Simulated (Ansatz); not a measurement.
# A basis-limit estimate, worked out

An elementary step of C2H10Si, closed shell (CH₆Si ([CH3][SiH3]) + CH₄ → C₂H₈Si (C[SiH2]C) + H₂; Si–H, H–C broken or loosened, Si–C, H–H formed or tightened). “Start” and “end” are the PBE0-D4/def2-TZVP structures reached by relaxing down either side of its saddle point, with the molecules still in contact.

Program: Ansatz 0.2.0. Basis: def2-TZVPP and def2-QZVPP. Cores are frozen in the correlated methods.

Energies in eV:

| quantity | end | start |
| --- | --- | --- |
| Hartree–Fock, triple zeta (X = 3) | -10082.27279 | -10082.76561 |
| Hartree–Fock, quadruple zeta (X = 4) | -10082.64650 | -10083.13555 |
| MP2 correlation, X = 3 | -14.33124 | -14.10508 |
| MP2 correlation, X = 4 | -15.23872 | -14.99813 |
| CCSD(T) correlation, X = 3 | -16.37895 | -16.20512 |

Q: Work out the step energy at the basis limit: extrapolate Hartree–Fock as E(X) = E∞ + A exp(−7.88 √X) and the MP2 correlation as E(X) = E∞ + B X^−2.97 (the exponents that Neese and Valeev fitted for def2-TZVPP and QZVPP), then add CCSD(T) − MP2 in triple zeta.

A: Each step is linear, so take the differences first (end − start): Hartree–Fock 0.49282 (X = 3) and 0.48905 (X = 4); MP2 correlation -0.22616 and -0.24059; CCSD(T) correlation -0.17383.
Two points give E∞ = E(4) + w [E(4) − E(3)], with w = 1/(exp(7.88 (2 − √3)) − 1) = 0.1377 for Hartree–Fock and w = 1/((4/3)^2.97 − 1) = 0.7407 for the correlation.
Hartree–Fock: 0.48905 + 0.1377 × (-0.00377) = 0.4885 eV.
MP2 correlation: -0.24059 + 0.7407 × (-0.01443) = -0.2513 eV.
CCSD(T) − MP2: -0.17383 − (-0.22616) = 0.0523 eV.
Sum: 0.4885 + (-0.2513) + 0.0523 = 0.2895 eV, or 6.68 kcal/mol. Plain CCSD(T) in triple zeta gives 0.3190 eV, so the larger basis shifts the result by -0.0295 eV.

T1 diagnostic: at most 0.011.

Labels in which every atom is bracketed show which atoms are joined, not bond orders.

For scale, one of the runs: CCSD(T)/def2-TZVPP, 244 basis functions, launched by `ansatz run in.yaml --threads 4 --pin off --events-out ev --progress --plain --max-ram 9574MiB`. Hardware: 4 CPU threads of an AMD EPYC, shared host. Wall time 2.2 min; peak host memory 4.8 GiB.
